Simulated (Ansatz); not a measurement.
**CH₅BO: up Jacob's ladder to CCSD(T)**

How much do the methods differ for CH₅BO? The plan is to run it at one geometry with functionals of several rungs and with coupled cluster, and see how far each lands from CCSD(T) at the basis-set limit for the atomisation energy.

Computed with Ansatz 0.2.0, Gaussian basis. Level: functionals in def2-TZVPP, the program's frozen cores in correlated methods.

The runs, in order: LDA (SPW92), PBE-D4, revPBE-D4, BLYP-D4, r2SCAN-D4, B97M-V, PBE0-D4, B3LYP-D4, r2SCANh-D4, r2SCAN0-D4, HSE06-D4, BHLYP-D4, CAM-B3LYP-D4, LC-ωPBE, ωB97X-V, ωB97M-V, B2PLYP, PBE-QIDH; CCSD(T)/def2-SVP; CCSD(T)/def2-TZVPP; MP2/def2-QZVPP; extrapolation to the limit; RPA on PBE.

**1. The relaxed structure**

The geometry comes from an earlier relaxation with PBE0-D4 in a triple-zeta def2 set; it is a stationary point, not always the lowest conformer.

SMILES `BCO`, 8 atoms, charge 0, spin multiplicity 1.

Atoms are counted from 1 here; the program's logs count them from 0.

Bond lengths: B1–C2 1.551 Å, B1–H4 1.194 Å, B1–H5 1.199 Å, C2–O3 1.498 Å, C2–H6 1.086 Å, C2–H7 1.085 Å, O3–H8 0.963 Å. Angles: C2–B1–H4 120.0°, C2–B1–H5 118.4°, H4–B1–H5 120.9°, B1–C2–O3 66.6°, B1–C2–H6 122.7°, B1–C2–H7 122.4°, O3–C2–H6 111.1°, O3–C2–H7 107.4°, H6–C2–H7 112.9°, C2–O3–H8 108.9°.

**2. LDA**

This LDA is Slater exchange with PW92 correlation.

in.yaml

```yaml
crystal:
  periodic: [false, false, false]
  atoms:
    - {symbol: B, position_ang: [-0.513745, 0.302488, -0.663666]}
    - {symbol: C, position_ang: [0.596617, 0.351170, 0.418547]}
    - {symbol: O, position_ang: [0.228310, -1.042019, 0.007726]}
    - {symbol: H, position_ang: [-0.224461, 0.381965, -1.819190]}
    - {symbol: H, position_ang: [-1.658071, 0.351807, -0.309892]}
    - {symbol: H, position_ang: [0.383828, 0.517622, 1.470816]}
    - {symbol: H, position_ang: [1.642989, 0.496275, 0.171740]}
    - {symbol: H, position_ang: [-0.363367, -1.416507, 0.668220]}
basis:
  gaussian: {orbitals: def2-TZVPP}
hamiltonian: {xc: lda}
output: {orbitals: {seedname: orbitals}}
```

Run with:

```sh
$ ansatz run in.yaml --threads 2 --pin off --events-out ev --progress --plain --max-ram 4352MiB
```

After this run come: PBE-D4 (GGA); revPBE-D4 (GGA); BLYP-D4 (GGA); r2SCAN-D4 (meta-GGA); B97M-V (meta-GGA); PBE0-D4 (hybrid); B3LYP-D4 (hybrid); r2SCANh-D4 (hybrid); r2SCAN0-D4 (hybrid); HSE06-D4 (hybrid); BHLYP-D4 (hybrid); CAM-B3LYP-D4 (range-separated); LC-ωPBE (range-separated); ωB97X-V (range-separated); ωB97M-V (range-separated); B2PLYP (double hybrid); PBE-QIDH (double hybrid); CCSD(T) in def2-SVP; CCSD(T) in def2-TZVPP; MP2 in def2-QZVPP; RPA on PBE orbitals.

Q: Predict the results of all the runs planned. Wanted: atomisation energy, CCSD(T)/CBS; farthest beyond LDA; mean size of error, GGA; mean size of error, meta-GGA; mean size of error, hybrid; mean size of error, range-separated; mean size of error, double hybrid; gap, smallest and largest; T1 diagnostic.

As calculated:

```
                               quantity                                                                                            value
        atomisation energy, CCSD(T)/CBS                                                                                    2852.9 kJ/mol
 functionals within 14.3 kJ/mol (0.5 %)  revPBE-D4, BLYP-D4, B97M-V, PBE0-D4, B3LYP-D4, r2SCANh-D4, HSE06-D4, LC-ωPBE, ωB97X-V, PBE-QIDH
                    farthest beyond LDA                                                                          BHLYP-D4 (-76.2 kJ/mol)
                mean size of error, GGA                                                                                      25.1 kJ/mol
           mean size of error, meta-GGA                                                                                      13.8 kJ/mol
             mean size of error, hybrid                                                                                      22.1 kJ/mol
    mean size of error, range-separated                                                                                      14.8 kJ/mol
      mean size of error, double hybrid                                                                                      14.7 kJ/mol
              gap, smallest and largest                                                            5.98 eV (BLYP-D4), 13.51 eV (LC-ωPBE)
                          T1 diagnostic                                                                                           0.0116
triples share of the correlation energy                                                                                            3.6 %
```

In words: The LDA atomisation energy is off by 425.0 kJ/mol (15 %): it overbinds. PBE-D4 is off by +61.9 kJ/mol. Double hybrids carry the basis error of their MP2 part in triple zeta, and no dispersion term here, so their miss is partly the set-up's. By mean error the best rung here is meta-GGA (13.8 kJ/mol) and the worst beyond LDA is GGA (25.1 kJ/mol). The gap between the best rungs is small, so their order is not settled. Misses under about 14.3 kJ/mol are within the doubt on the reference itself, which lacks core-valence correlation, relativity and higher excitations. Hartree-Fock recovers 73 % of the binding; the rest is correlation. CCSD(T) in def2-SVP is off by -131.3 kJ/mol, worse than the median functional, from the basis alone. The gap grows from 6.0 to 13.5 eV across the functionals, mostly with the share of exact exchange.
